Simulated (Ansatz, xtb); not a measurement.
## Relative energy of two isomers of C2H3F3O

Structure X is `COC(F)(F)F`, a singlet and structure Y is `OCC(F)(F)F`, a singlet. Both are isolated molecules in the gas phase, relaxed with PBE-D3(BJ)/def2-SVP; the shapes shown needn't be the lowest conformers.

X (Å):

```xyz
9

C    -1.6807   -1.0817   -0.8675
C    -1.0052   -2.2132    1.0841
F    -0.9419   -1.0798    1.8317
F    -0.0788   -3.0666    1.5281
F    -2.2324   -2.7523    1.3092
O    -0.7737   -1.9832   -0.2237
H    -1.3483   -1.0108   -1.9180
H    -1.6428   -0.0781   -0.3961
H    -2.7189   -1.4711   -0.8307
```

Y (Å):

```
atom    x (Å)    y (Å)    z (Å)
   C  -1.4943  -1.7236  -0.5501
   C  -1.1168  -2.0391   0.8937
   F  -0.5484  -0.9431   1.4724
   F  -0.2195  -3.0485   0.9494
   F  -2.1810  -2.3816   1.6444
   O  -2.3456  -0.6143  -0.6444
   H  -1.8749   0.1410  -0.2431
   H  -0.5365  -1.6134  -1.1151
   H  -2.0269  -2.6037  -0.9632
```

Quicker runs give these differences E(Y) − E(X): GFN2-xTB +0.544 eV; HF/STO-3G +0.519 eV (at GFN2-xTB geometries); r2SCAN-D4/def2-SVP +0.179 eV (at GFN2-xTB geometries).

**Question.** Estimate E(Y) − E(X) at the level CCSD(T)/def2-SVP + ΔMP2/def2-TZVPP.

**Answer.** Too close to call at this level: CCSD(T)/def2-SVP + ΔMP2/def2-TZVPP gives E(Y) − E(X) = +0.018 eV.

How the difference moves with the method:

```tsv
level	geometry	E(Y) − E(X) (eV)	departure from the last row (eV)	job, with rough time for the two
GFN2-xTB	GFN2-xTB	+0.544	+0.526	optimisation, 0.26 s
HF/STO-3G	GFN2-xTB	+0.519	+0.501	single point, 0.8 s
r2SCAN-D4/def2-SVP	GFN2-xTB	+0.179	+0.161	single point, 5 s
PBE-D3(BJ)/def2-SVP	PBE-D3(BJ)/def2-SVP	+0.158	+0.140	optimisation, 29 s
HF/def2-SVP	PBE-D3(BJ)/def2-SVP	+0.223	+0.205	part of the CCSD(T) run
MP2/def2-SVP	PBE-D3(BJ)/def2-SVP	+0.155	+0.137	part of the CCSD(T) run
CCSD(T)/def2-SVP	PBE-D3(BJ)/def2-SVP	+0.161	+0.143	single point
CCSD(T)/def2-SVP + ΔMP2/def2-TZVPP	PBE-D3(BJ)/def2-SVP	+0.018		single point, 57 s
```

As drawn, Y has 1 C–C, 1 O–H in place of 1 C–O, 1 C–H.

The largest departure from CCSD(T)/def2-SVP + ΔMP2/def2-TZVPP is that of GFN2-xTB, 0.526 eV. The last row adds to CCSD(T) the change of the MP2 difference between the two basis sets, here −0.143 eV, a large step that makes the value less sure.

With harmonic frequencies from PBE-D3(BJ)/def2-SVP (ideal gas, rigid rotor, one conformer each, 298.15 K, 1 atm): the zero-point term adds +0.013 eV; ΔH is +0.029 and ΔG +0.039 eV.

The correlated steps freeze 6 core orbitals. Mirror images aren't counted in ΔG. Run with Ansatz 0.2.0, xtb 6.7.1; the last row on 2 threads of Intel(R) Xeon(R) Processor @ 2.50GHz (Skylake/Cascade Lake) on a shared host.
